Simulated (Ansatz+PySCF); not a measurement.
## doublet C₄H₉: levels of theory in one basis

```xyz
13

C     0.0000   -0.1845    0.0000
C    -1.4931    0.0217    0.0000
C     0.7466    0.0217    1.2931
C     0.7466    0.0217   -1.2931
H    -1.7658    1.1549    0.0000
H     0.8829    1.1549    1.5292
H     0.8829    1.1549   -1.5292
H    -1.9645   -0.4223    0.8972
H    -1.9645   -0.4223   -0.8972
H     1.7593   -0.4223    1.2527
H     0.2052   -0.4223    2.1499
H     0.2052   -0.4223   -2.1499
H     1.7593   -0.4223   -1.2527
```

Basis set: cc-pVTZ (spherical functions). Frozen core: 4 orbitals. Correlation on ROHF uses semicanonical orbitals with singles. Charge 0, multiplicity 2.

Computed with Ansatz (development build ahead of 0.2.0) and PySCF 2.14.0; each method stands on the lowest determinant of its kind that the runs found.

```tsv
method	E − E(ROHF) (eV)	<S²> of the determinant
ROHF	0.00	0.75
UHF	-0.14	0.77
ROHF-MP2	-18.71	–
UHF-MP2	-18.69	0.77
```
